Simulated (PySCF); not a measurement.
**Dipole moment and polarisability of `N#C[C@@H](F)CF`**

Compound: C3H3F2N.
SMILES with atom numbers: `[N:1]#[C:2][C@@H:3]([F:4])[CH2:5][F:6]` (hydrogens: H7 on C3; H8, H9 on C5)

Structure used (GFN2-xTB), in Å, numbered top down from 1:
```xyz
9
C3H3F2N angstrom
N      2.510   -0.663   -0.391
C      1.532   -0.169   -0.072
C      0.279    0.449    0.332
F      0.250    1.757   -0.096
C     -0.912   -0.325   -0.248
F     -1.998   -0.202    0.570
H      0.216    0.471    1.430
H     -1.185    0.080   -1.228
H     -0.680   -1.393   -0.321
```

Level: PBE0/def2-SVPD (PySCF), static field, nuclei fixed, core orbitals frozen in the response. The polarisability tensor in these axes (au):

```
x   50.26 -4.17 -3.03
y   -4.17 38.64  1.54
z   -3.03  1.54 35.76
```

Q: Give the principal values, the mean and the anisotropy Δα = √{½[(α1 − α2)² + (α2 − α3)² + (α1 − α3)²]}.

A: Principal values 34.96, 37.42 and 52.29 au; mean 41.56 au = 6.16 Å³ = 6.85 × 10⁻⁴⁰ C²·m²/J; Δα = 16.24 au (39 % of the mean).

Q: What is the dipole moment, and where does it point?

A: (-1.68, -0.45, 0.38) D, 1.78 D in size, pointing from the negative to the positive side. Measured along this direction, the outermost atoms are N1 at the negative end and F6 at the positive end.

Q: Traceless (Buckingham) quadrupole moment about the centre of nuclear charge: eigenvalues?

A: -13.81, 2.98, 10.83 D·Å. The values depend on the origin, since the dipole doesn't vanish. The electronic extent ⟨r²⟩ about the same centre is 597 bohr², a root-mean-square distance of 1.91 Å for the 46 electrons.

Q: Find the Langevin capture rate constant for NH4+ (18.034 u) meeting this molecule (91.023 u), k = 2.342 × 10⁻⁹ cm³/s × √(α in Å³ / reduced mass in u).

A: The reduced mass is 15.05 u, so k = 1.50 × 10⁻⁹ cm³/s. The formula leaves out the permanent dipole, which adds to the capture rate.

Q: What would n − 1 = 2πNα be for an ideal gas of these molecules at 500 K and 1 atm, electronic part alone?

A: N = p/kT = 1.4678 × 10¹⁹ cm⁻³, so n − 1 = 2π × N × 6.16 × 10⁻²⁴ cm³ = 568 × 10⁻⁶ at long wavelengths.

Q: Form Σ f/ω² (atomic units) for the 6 lowest TDDFT singlets, given as eV and f, and set it beside the mean polarisability, which is this sum over all singlets: 7.38, 0.0009; 8.05, 0.0026; 8.31, 0.0008; 8.49, 0.0084; 8.77, 0.0061; 9.12, 0.0173.

A: They add up to 0.35 au, 0.8 % of the 41.56 au; the largest single term is 0.15 au, from the state at 9.12 eV. Terms in order: 0.01, 0.03, 0.01, 0.09, 0.06, 0.15 au. Higher excitations give the rest. The strengths listed sum to 0.036.

One conformer (not necessarily the lowest) at the GFN2-xTB geometry, without solvent, vibrations or thermal averaging.

These values come from a run that also computed excited states. Hardware: an Intel Xeon Platinum 8259CL at 2.50 GHz with one thread, shared host with 96 logical CPUs at a one-minute load of 44. Cost: 20 s (grids of density and orbitals included), 0.63 GiB resident at most.
